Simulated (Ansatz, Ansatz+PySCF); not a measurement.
```yaml
atoms:
  - { symbol: Na, position_ang: [-0.0360, 0.0300, -1.1156] }
  - { symbol: O, position_ang: [-0.0050, 0.0310, 1.0503] }
  - { symbol: H, position_ang: [0.0472, 0.7538, 1.6954] }
  - { symbol: H, position_ang: [-0.0197, -0.7331, 1.7166] }
```

RHF-MP2 on singlet NaH₂O(+) was run in several spherical basis sets with Ansatz (development build ahead of 0.2.0). Frozen core: 2 orbitals.

Task: Rank the basis sets by the total energy that they give, lowest first, with the distance from the lowest.
A. 6-31G(d)
B. aug-cc-pVDZ
C. def2-SVP
D. STO-3G
E. def2-TZVP
F. 6-31G

Result: E (0.00 eV), B (5.75 eV), A (7.62 eV), F (9.71 eV), C (9.76 eV), D (89.56 eV).

Totals follow the description of the cores as much as that of the bonds, so this order isn't one of quality for chemistry.
